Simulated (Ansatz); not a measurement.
Input file:

```yaml
crystal:
  periodic: [false, false, false]
  atoms:
    - {symbol: Si, position_ang: [0.000000, -0.033619, 0.933783]}
    - {symbol: Al, position_ang: [0.000000, -0.014318, -0.975120]}
    - {symbol: H, position_ang: [0.000000, 1.320065, 0.083802]}
basis:
  gaussian: {orbitals: 6-31G}
magnetization: {spin_polarized: true, initial_magnetization: 2}
correlation: {method: ccsdtq, electrons: outside_noble_gas}
```

```sh
$ ansatz run in.yaml --threads 1 --pin off --events-out ev --progress --plain --max-ram 2393MiB
```

The program prints:

```
567 factors; integrals over basis functions are off by at most 7.7e-8 eV
mean field evaluation 1: about -14453.8869 eV, gradient 5.3e0 eV
mean field evaluation 2: about -14453.8954 eV, gradient 5.3e0 eV
mean field evaluation 4: about -14454.3199 eV, gradient 8.8e-1 eV
mean field evaluation 8: about -14454.3449 eV, gradient 1.3e-1 eV
mean field evaluation 16: about -14453.8871 eV, gradient 5.3e0 eV
mean field evaluation 32: about -14454.3481 eV, gradient 3.6e-4 eV
mean field evaluation 64: about -14453.1212 eV, gradient 6.7e-2 eV
mean field evaluation 96: about -14451.2038 eV, gradient 3.2e-1 eV
mean field evaluation 128: about -14451.3236 eV, gradient 6.7e-1 eV
mean field evaluation 160: about -14451.2424 eV, gradient 7.3e-3 eV
mean field -14454.34813259 eV, -531.1874963636 hartree, gradient 1.6e-6 eV, S^2 2.020942; 8 other end points of the search recorded, 0 dependent functions left out
determinant -14454.34813259 eV, -531.1874963636 hartree, with singles and doubles -14456.85129740 eV, -531.2794859738 hartree
determinant -14453.12085339 eV, -531.1423946849 hartree, with singles and doubles -14455.51957800 eV, -531.2305461884 hartree
determinant -14451.25149703 eV, -531.0736971058 hartree, with singles and doubles -14453.85917007 eV, -531.1695273225 hartree
determinant -14451.24242799 eV, -531.0733638249 hartree, with singles and doubles -14454.01673226 eV, -531.1753176260 hartree
10 core orbitals not correlated: weight in the atoms' cores, before any rotation towards them, 1.000 or more for the frozen orbitals, at most 0.000 for the correlated occupied ones
reference -14454.34813259 eV, -531.1874963636 hartree; 5, 3 occupied and 13, 15 virtual orbitals, 567 factors
second order -1.88071006 eV of doubles, -0.00000000 eV of singles
cycle   1  -2.26009188 eV  change   -3.8e-1 eV  update   8.3e-2
cycle   2  -2.54387870 eV  change   -2.8e-1 eV  update   4.2e-2
cycle   3  -2.60115568 eV  change   -5.7e-2 eV  update   2.1e-2
cycle   4  -2.60474139 eV  change   -3.6e-3 eV  update   9.8e-3
cycle   5  -2.61082850 eV  change   -6.1e-3 eV  update   4.3e-3
cycle   6  -2.61153795 eV  change   -7.1e-4 eV  update   2.4e-3
cycle   7  -2.60943430 eV  change    2.1e-3 eV  update   1.0e-3
cycle   8  -2.61036041 eV  change   -9.3e-4 eV  update   5.0e-4
cycle   9  -2.61073997 eV  change   -3.8e-4 eV  update   2.0e-4
cycle  10  -2.61055529 eV  change    1.8e-4 eV  update   8.2e-5
cycle  11  -2.61057317 eV  change   -1.8e-5 eV  update   4.1e-5
cycle  12  -2.61056734 eV  change    5.8e-6 eV  update   2.0e-5
cycle  13  -2.61058090 eV  change   -1.4e-5 eV  update   8.9e-6
cycle  14  -2.61058346 eV  change   -2.6e-6 eV  update   4.2e-6
cycle  15  -2.61058069 eV  change    2.8e-6 eV  update   2.0e-6
cycle  16  -2.61058065 eV  change    3.8e-8 eV  update   9.4e-7
Total energy: -14456.95871324 eV, -531.2834334329 hartree
```

For the same geometry and basis full CI lies 0.3 meV lower.

Ran on 1 thread of Intel Xeon Platinum 8259CL, shared host: 38 s wall, 0.22 GiB peak host memory.
